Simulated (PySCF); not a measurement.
Species: C5H10S.
SMILES with atom numbers: `[CH3:1][CH2:2]/[CH:3]=[CH:4]\[S:5][CH3:6]` (hydrogens: H7, H8, H9 on C1; H10, H11 on C2; H12 on C3; H13 on C4; H14, H15, H16 on C6)

A GFN2-xTB structure was refined with PBE0-D3(BJ)/def2-SVP geometry optimisation, gas phase in PySCF. Its GFN2-xTB values:

```
 coordinate  GFN2-xTB
      C1–C2   1.527 Å
      C1–H7   1.088 Å
      C2–C3   1.493 Å
     C2–H10   1.092 Å
      C3=C4   1.325 Å
     C3–H12   1.082 Å
      C4–S5   1.762 Å
     C4–H13   1.079 Å
      S5–C6   1.817 Å
     C6–H14   1.086 Å
   C1–C2–C3    111.5°
   C2–C3–C4    125.0°
   C3–C4–S5    124.5°
   C4–S5–C6     99.2°
C1–C2–C3–C4     -126°
C2–C3–C4–S5       -1°
C3–C4–S5–C6      177°
```

Task: How do these coordinates change at the PBE0-D3(BJ)/def2-SVP level?

Result: 
```json
{"coordinate": "C4–H13", "PBE0-D3(BJ)/def2-SVP (Å or °)": "1.096", "change": "+0.017"}
{"coordinate": "C3=C4", "PBE0-D3(BJ)/def2-SVP (Å or °)": "1.340", "change": "+0.015"}
{"coordinate": "C3–H12", "PBE0-D3(BJ)/def2-SVP (Å or °)": "1.097", "change": "+0.015"}
{"coordinate": "C1–H7", "PBE0-D3(BJ)/def2-SVP (Å or °)": "1.102", "change": "+0.014"}
{"coordinate": "C6–H14", "PBE0-D3(BJ)/def2-SVP (Å or °)": "1.099", "change": "+0.013"}
{"coordinate": "S5–C6", "PBE0-D3(BJ)/def2-SVP (Å or °)": "1.806", "change": "-0.011"}
{"coordinate": "C2–H10", "PBE0-D3(BJ)/def2-SVP (Å or °)": "1.103", "change": "+0.011"}
{"coordinate": "C4–S5", "PBE0-D3(BJ)/def2-SVP (Å or °)": "1.756", "change": "-0.006"}
{"coordinate": "C1–C2", "PBE0-D3(BJ)/def2-SVP (Å or °)": "1.525", "change": "-0.002"}
{"coordinate": "C2–C3", "PBE0-D3(BJ)/def2-SVP (Å or °)": "1.495", "change": "+0.002"}
{"coordinate": "C2–C3–C4", "PBE0-D3(BJ)/def2-SVP (Å or °)": "126.5", "change": "+1.5"}
{"coordinate": "C1–C2–C3", "PBE0-D3(BJ)/def2-SVP (Å or °)": "112.7", "change": "+1.2"}
{"coordinate": "C4–S5–C6", "PBE0-D3(BJ)/def2-SVP (Å or °)": "100.0", "change": "+0.8"}
{"coordinate": "C3–C4–S5", "PBE0-D3(BJ)/def2-SVP (Å or °)": "124.6", "change": "+0.1"}
{"coordinate": "C3–C4–S5–C6", "PBE0-D3(BJ)/def2-SVP (Å or °)": "153", "change": "-24"}
{"coordinate": "C2–C3–C4–S5", "PBE0-D3(BJ)/def2-SVP (Å or °)": "-5", "change": "-4"}
{"coordinate": "C1–C2–C3–C4", "PBE0-D3(BJ)/def2-SVP (Å or °)": "-129", "change": "-3"}
```

The energy falls by 0.064 eV over 9 energy and gradient evaluations, the largest force component goes from 0.0156 to 3.4e-04 Eh/bohr, and the atoms move by 0.264 Å rms after alignment. The bond that changes most is C4–H13 (alkene CH carbon to vinylic hydrogen), which lengthens by 0.017 Å. Bonds longer at the end by more than 0.005 Å: 11 of 15; shorter: 2. Among the dihedrals that turn most is H13–C4–S5–C6, from -3° to -31°. Rotational constants go from 8474, 1236, 1152 to 7439, 1225, 1176 MHz.

The run used 138 basis functions and 65 SCF cycles in all. On one thread, Arm Neoverse V1, shared host, this took 66 s wall.

No frequency check. The numbers are those of one conformer.
